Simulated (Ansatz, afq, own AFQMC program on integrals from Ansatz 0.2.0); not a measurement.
**Zr, triplet → Zr, singlet**

A free Zr atom.

E(singlet, charge +0) − E(triplet, charge +0) at this geometry, on UHF and RHF determinants.

Basis def2-TZVPP with its core potentials. Only valence electrons are correlated. AFQMC by an in-house program on the Cholesky factors that Ansatz 0.2.0 writes for its CCSD(T) run. ph-AFQMC/CISD is guided by a CISD state made of CCSD amplitudes; releasing the constraint for a short imaginary time cuts its bias at the price of noise, slowly where states lie close. Uncertainties: one standard error, sampling alone. No spin–orbit coupling. The metal's outer-core s and p shells are frozen, which shifts wave-function levels against functionals. The errors of all members are added in quadrature.

Full CI on the same integrals is exact in this basis and with this determinant's frozen core.

Errors are counted within def2-TZVPP, not against nature.

Cautions: no spin-orbit coupling; outer-core shells of the metal frozen; Zr (triplet): its ph-AFQMC/CISD value lies 29.0 ± 2.0 meV above full CI; Zr (singlet): another spin lies lower, restricted determinant unstable towards unrestricted (UHF 1.22 eV lower, ⟨S²⟩ 1.40), strong correlation (T1 0.044, weight of the determinant 0.74, largest double 0.30), (T) is large, 10 % of the CCSD correlation, the CCSDT(Q) amplitudes may be one of several solutions (largest double 0.60), the released energies have errors that jump between times, so the bars are unsure, so no released level is given (meV from the phaseless value at times in 1/Eh: -35 ± 3 at 0.60, -53 ± 3 at 1.20, -93 ± 16 at 2.00, -92 ± 5 at 3.00, -96 ± 6 at 4.20), CCSDT(Q) on the UHF determinant differs (568 meV lower), perhaps since the unrestricted series falls towards higher spin, its ph-AFQMC/CISD value lies 238 ± 3 meV above full CI.

Reference (full CI): 71.1 kJ/mol.

| level | vertical spin gap (kJ/mol) | error against FCI (kJ/mol) |
| --- | --- | --- |
| HF | 168.8 | 97.7 |
| MP2 | 128.7 | 57.6 |
| CCSD | 101.0 | 29.8 |
| CCSD(T) | 86.8 | 15.7 |
| CCSDT | 76.0 | 4.9 |
| CCSDT(Q) | 71.1 | 0.0 |
| ph-AFQMC/CISD | 91.2 ± 0.3 | 20.1 ± 0.3 |

Correlation beyond CCSD(T) takes off 15.7 kJ/mol. The perturbative (T) step is worth −14.2 kJ/mol. Where the cautions show a poor determinant, the low rows tell how each method copes with it, not its usual error.

CCSDT and higher add their correlation energy to the determinant of the CCSD(T) run, since their own runs factorise the integrals more tightly (a shift of under 2 meV). A walk keeps the symmetry of its determinant, which the program's search chose and which needn't be the lowest solution, so a lower state of the same spin and another symmetry isn't excluded.
